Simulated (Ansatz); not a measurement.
A nudged elastic band was laid between two geometries of CH3SSi (6 atoms, charge 0, multiplicity 2).

Method: UKS BLYP/def2-SVPD in Ansatz 0.2.0.

```
movable images  : 7
climbing image  : yes
spring          : 5.0 eV/Å²
optimiser       : quadratic models (default)
start path      : through a guess of the saddle point
force threshold : 0.03 eV/Å
iteration limit : 60
end points      : relaxed
```

First end point:

```xyz
6
Properties=species:S:1:pos:R:3
Si -0.853 0.374 -0.782
C 0.210 -0.405 0.304
S 1.037 -0.413 1.776
H -1.583 -0.422 -1.806
H -1.042 1.855 -0.889
H 2.231 -0.990 1.396
```

Last end point:

```xyz
6
Properties=species:S:1:pos:R:3
Si -0.600 0.234 -0.610
C 0.605 -0.384 0.575
S 1.140 0.509 1.907
H -0.992 -0.560 -1.814
H -1.160 1.605 -0.473
H 1.007 -1.404 0.414
```

**Question.** What changes between the two ends?

**Answer.** Bonds broken: S3–H6. Bonds formed: C2–H6.

**Question.** What energy profile does the band end with?

**Answer.** The forces met the threshold. The highest image is number 4 of 0 to 8, 26.1 kcal/mol above the first end and 56.5 kcal/mol above the last; the last end lies 30.4 kcal/mol below the first. A vibrational analysis at the climbing image gives one clearly imaginary mode, 1451i cm⁻¹: a first-order saddle point.

| image | path coordinate (Å) | energy (kcal/mol) | S3–H6 (Å) | C2–H6 (Å) |
| --- | --- | --- | --- | --- |
| 0 | 0.00 | 0.0 | 1.38 | 2.37 |
| 1 | 0.43 | 0.5 | 1.38 | 2.36 |
| 2 | 0.86 | 1.4 | 1.38 | 2.33 |
| 3 | 1.29 | 10.8 | 1.36 | 1.97 |
| 4 | 1.72 | 26.1 | 1.48 | 1.47 |
| 5 | 2.15 | -0.3 | 1.88 | 1.14 |
| 6 | 2.59 | -23.0 | 2.27 | 1.10 |
| 7 | 3.02 | -28.6 | 2.40 | 1.11 |
| 8 | 3.46 | -30.4 | 2.43 | 1.11 |

**Question.** What is the geometry of the highest image?

**Answer.** 
```xyz
6
Properties=species:S:1:pos:R:3:forces:R:3
Si -0.839 0.331 -0.611 0.00 0.00 0.00
C 0.282 -0.186 0.589 0.00 -0.01 -0.01
S 1.288 -0.332 1.985 0.00 0.00 0.00
H -1.269 -0.638 -1.658 0.00 0.00 0.00
H -0.997 1.773 -0.972 0.00 0.00 0.00
H 1.535 -0.948 0.667 0.00 0.00 0.00
```

**Question.** What are the harmonic wavenumbers there?

**Answer.** 1451i, 92, 152, 310, 337, 505, 586, 907, 1188, 2092, 2160, 2203 cm⁻¹.

The band took 16 iterations and of the order of 9 core-minutes.

Run time: 4.4 min on 2 threads of Arm Neoverse V2 (shared host), peak memory 0.21 GiB.
